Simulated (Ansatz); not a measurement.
Steps of a relaxation of C₅H₈ (`CC=C=CC`) with RKS PBE-D4/def2-SVP.

```sh
$ ansatz run in.yaml --threads 4 --pin off --events-out ev --progress --plain --max-ram 10444MiB
```

```yaml
crystal:
  periodic: [false, false, false]
  atoms:
    - {symbol: C, position_ang: [-1.302200, -0.013100, 1.768300]}
    - {symbol: C, position_ang: [-0.000800, 0.537500, 1.387600]}
    - {symbol: C, position_ang: [0.503200, 0.450200, 0.191800]}
    - {symbol: C, position_ang: [1.141600, 0.366500, -0.981300]}
    - {symbol: C, position_ang: [0.651100, -0.625700, -2.045000]}
    - {symbol: H, position_ang: [-1.266500, -0.694400, 2.554900]}
    - {symbol: H, position_ang: [-1.829800, -0.433800, 0.909700]}
    - {symbol: H, position_ang: [-1.935800, 0.872700, 2.109800]}
    - {symbol: H, position_ang: [0.580000, 1.036700, 2.218900]}
    - {symbol: H, position_ang: [1.878900, 1.034700, -1.210800]}
    - {symbol: H, position_ang: [-0.180200, -1.259400, -1.665300]}
    - {symbol: H, position_ang: [1.513000, -1.249400, -2.285600]}
    - {symbol: H, position_ang: [0.268000, -0.057300, -2.938200]}
basis:
  gaussian: {orbitals: def2-SVP}
hamiltonian: {xc: pbe, dispersion: d4}
relax: {f_tol: 0.03, max_steps: 200}
```

Positions (Å) and forces (eV/Å) along the path, 11 of 13 steps:

```xyz
13
step=1 energy=-5300.7345 eV
C    -1.302   -0.013    1.768   -2.427    4.000   -1.435
C    -0.001    0.537    1.388    0.650    0.118    1.878
C     0.503    0.450    0.192    1.461    0.189   -1.545
C     1.142    0.366   -0.981   -3.418   -2.282    0.596
C     0.651   -0.626   -2.045    0.819   -0.039    0.909
H    -1.266   -0.694    2.555    0.360   -1.725    1.870
H    -1.830   -0.434    0.910   -0.206   -0.381   -0.313
H    -1.936    0.873    2.110   -0.105   -0.811    0.156
H     0.580    1.037    2.219    0.432   -1.364   -0.131
H     1.879    1.035   -1.211    1.682    3.116   -1.476
H    -0.180   -1.259   -1.665    0.194    0.085   -0.023
H     1.513   -1.249   -2.286    0.215   -0.672   -0.891
H     0.268   -0.057   -2.938    0.344   -0.234    0.405
13
step=3 energy=-5302.2477 eV
C    -1.386    0.126    1.763    0.000    0.120    0.027
C     0.036    0.504    1.427    0.297   -0.048    0.134
C     0.543    0.459    0.202    0.518    0.223    0.225
C     1.107    0.394   -0.998   -0.428    0.336   -0.187
C     0.743   -0.684   -2.007    0.178    0.187    0.025
H    -1.311   -0.662    2.546   -0.136    0.093    0.011
H    -1.879   -0.351    0.895   -0.096    0.205   -0.004
H    -2.021    0.936    2.166   -0.117    0.157    0.073
H     0.724    0.710    2.291   -0.122   -0.717   -0.299
H     1.654    1.289   -1.389   -0.608   -0.080   -0.061
H    -0.095   -1.306   -1.635    0.225   -0.151    0.069
H     1.575   -1.320   -2.361    0.118   -0.101   -0.064
H     0.331   -0.129   -2.886    0.171   -0.226    0.052
13
step=4 energy=-5302.5492 eV
C    -1.392    0.166    1.772    0.194   -0.196    0.094
C     0.060    0.458    1.440    0.032   -0.113    0.021
C     0.544    0.468    0.206    0.409    0.182    0.101
C     1.041    0.442   -1.023   -0.237    0.043   -0.054
C     0.778   -0.692   -2.003   -0.088    0.252   -0.039
H    -1.366   -0.643    2.540   -0.167    0.171   -0.042
H    -1.913   -0.266    0.893   -0.051    0.231    0.024
H    -1.992    0.998    2.190    0.031    0.171    0.033
H     0.773    0.522    2.300   -0.161   -0.408   -0.280
H     1.514    1.365   -1.437   -0.440   -0.098    0.007
H    -0.018   -1.363   -1.619    0.228   -0.080    0.044
H     1.646   -1.295   -2.340    0.132    0.065    0.092
H     0.346   -0.196   -2.905    0.118   -0.220   -0.002
13
step=5 energy=-5302.7819 eV
C    -1.391    0.197    1.787    0.085   -0.151    0.040
C     0.080    0.383    1.444   -0.077   -0.116    0.039
C     0.542    0.459    0.206    0.236    0.132    0.050
C     0.973    0.481   -1.047   -0.222   -0.107   -0.025
C     0.809   -0.689   -2.005   -0.119    0.061   -0.075
H    -1.446   -0.621    2.545   -0.119    0.185   -0.067
H    -1.959   -0.155    0.898    0.045    0.196    0.114
H    -1.915    1.082    2.216    0.199   -0.016   -0.029
H     0.808    0.327    2.289   -0.179   -0.165   -0.262
H     1.340    1.437   -1.481   -0.213   -0.089    0.057
H     0.082   -1.430   -1.600    0.249    0.064   -0.026
H     1.740   -1.230   -2.297   -0.021    0.196    0.110
H     0.358   -0.277   -2.940    0.136   -0.192    0.073
13
step=6 energy=-5302.9054 eV
C    -1.383    0.231    1.795   -0.303   -0.098    0.055
C     0.082    0.305    1.436   -0.006   -0.140   -0.155
C     0.500    0.421    0.190    0.285    0.205    0.094
C     0.899    0.499   -1.066   -0.288   -0.097    0.106
C     0.843   -0.689   -1.997   -0.113   -0.214   -0.231
H    -1.532   -0.620    2.504   -0.121    0.254   -0.089
H    -1.998    0.028    0.885    0.162    0.071    0.260
H    -1.798    1.158    2.265    0.232   -0.196    0.030
H     0.846    0.143    2.225   -0.166    0.029    0.023
H     1.150    1.497   -1.475    0.056   -0.074   -0.087
H     0.239   -1.512   -1.542    0.191    0.230   -0.144
H     1.839   -1.125   -2.262   -0.135    0.261   -0.001
H     0.335   -0.371   -2.942    0.206   -0.232    0.139
13
step=7 energy=-5302.9098 eV
C    -1.393    0.239    1.821    0.242    0.199   -0.052
C     0.068    0.211    1.422    0.044   -0.005    0.340
C     0.508    0.423    0.194   -0.352   -0.299   -0.137
C     0.792    0.501   -1.094    0.135    0.171   -0.267
C     0.856   -0.691   -2.027    0.188    0.131    0.231
H    -1.690   -0.536    2.546    0.210   -0.537   -0.045
H    -2.009    0.148    0.912   -0.304    0.123    0.028
H    -1.644    1.161    2.377   -0.048    0.407   -0.185
H     0.810    0.038    2.226    0.006   -0.022    0.002
H     1.049    1.491   -1.519   -0.031    0.017   -0.016
H     0.350   -1.543   -1.545    0.097   -0.304   -0.084
H     1.905   -0.947   -2.271    0.232   -0.203    0.223
H     0.419   -0.531   -3.027   -0.419    0.323   -0.037
13
step=9 energy=-5303.0185 eV
C    -1.418    0.282    1.845    0.108    0.002    0.000
C     0.034    0.219    1.419   -0.105    0.087   -0.092
C     0.448    0.372    0.172   -0.061   -0.061   -0.044
C     0.795    0.465   -1.102    0.018   -0.154    0.068
C     0.905   -0.719   -2.041    0.003    0.112    0.082
H    -1.707   -0.629    2.418    0.020    0.100   -0.075
H    -2.080    0.376    0.961   -0.013   -0.022    0.080
H    -1.603    1.156    2.510    0.015   -0.070   -0.017
H     0.788    0.054    2.212    0.003   -0.011    0.013
H     1.042    1.463   -1.513   -0.004    0.010   -0.013
H     0.565   -1.646   -1.537    0.017    0.025   -0.090
H     1.958   -0.870   -2.371   -0.073    0.018   -0.016
H     0.293   -0.560   -2.958    0.070   -0.034    0.104
13
step=10 energy=-5303.0254 eV
C    -1.422    0.302    1.852   -0.076   -0.074    0.004
C     0.018    0.233    1.412    0.056   -0.011    0.138
C     0.431    0.358    0.165   -0.029   -0.026   -0.002
C     0.803    0.445   -1.098    0.056    0.110   -0.101
C     0.926   -0.724   -2.040   -0.071   -0.059   -0.077
H    -1.717   -0.631    2.379   -0.003    0.031    0.003
H    -2.100    0.438    0.988   -0.005    0.009    0.008
H    -1.598    1.139    2.563    0.050   -0.002    0.004
H     0.778    0.051    2.200   -0.053    0.060   -0.034
H     1.032    1.451   -1.508    0.033   -0.076    0.028
H     0.630   -1.670   -1.547    0.012   -0.003   -0.006
H     1.964   -0.844   -2.421   -0.001    0.050    0.022
H     0.275   -0.582   -2.931    0.031   -0.008    0.012
13
step=11 energy=-5303.0290 eV
C    -1.429    0.303    1.859   -0.006    0.027    0.005
C     0.009    0.236    1.411    0.013   -0.012    0.021
C     0.422    0.349    0.162   -0.022   -0.019   -0.009
C     0.804    0.436   -1.099   -0.001    0.022   -0.016
C     0.928   -0.729   -2.049    0.025   -0.011    0.001
H    -1.728   -0.635    2.376   -0.003    0.003    0.003
H    -2.113    0.461    1.003   -0.002   -0.009    0.001
H    -1.587    1.130    2.584    0.011   -0.006    0.009
H     0.772    0.074    2.199   -0.014    0.006    0.000
H     1.051    1.438   -1.502    0.003   -0.014   -0.003
H     0.656   -1.683   -1.558   -0.008    0.001   -0.005
H     1.966   -0.824   -2.436   -0.001    0.014   -0.006
H     0.269   -0.592   -2.934    0.005   -0.001   -0.003
13
step=12 energy=-5303.0297 eV
C    -1.435    0.312    1.870    0.005    0.014    0.005
C    -0.001    0.227    1.408    0.011    0.037   -0.019
C     0.407    0.336    0.156   -0.028   -0.024   -0.013
C     0.794    0.427   -1.104    0.019   -0.008    0.032
C     0.940   -0.733   -2.058    0.015    0.003    0.008
H    -1.745   -0.627    2.377   -0.007    0.000    0.002
H    -2.125    0.494    1.023    0.005   -0.008    0.015
H    -1.568    1.131    2.610    0.005   -0.018   -0.021
H     0.765    0.070    2.193    0.000   -0.007    0.004
H     1.042    1.431   -1.501   -0.002    0.004   -0.005
H     0.693   -1.695   -1.569    0.000    0.012   -0.013
H     1.979   -0.798   -2.450   -0.023    0.000    0.010
H     0.275   -0.608   -2.940    0.000   -0.004   -0.005
13
step=13 energy=-5303.0299 eV
C    -1.435    0.311    1.870   -0.003    0.022    0.004
C    -0.001    0.231    1.408    0.011    0.004   -0.006
C     0.407    0.336    0.156   -0.021   -0.017   -0.008
C     0.796    0.426   -1.103    0.008    0.006    0.013
C     0.939   -0.732   -2.058    0.018   -0.006    0.003
H    -1.742   -0.627    2.380   -0.001   -0.007    0.005
H    -2.127    0.487    1.024    0.005   -0.003    0.006
H    -1.570    1.132    2.608   -0.001   -0.008   -0.011
H     0.764    0.072    2.193    0.001    0.000    0.002
H     1.045    1.430   -1.500   -0.002    0.003   -0.002
H     0.687   -1.695   -1.573    0.000    0.007   -0.004
H     1.978   -0.800   -2.449   -0.011   -0.002    0.006
H     0.277   -0.604   -2.941   -0.004    0.002   -0.008
```

It took 11 s on 4 threads of an Arm Neoverse V2 on a shared host, with 0.14 GiB of host memory at the peak.
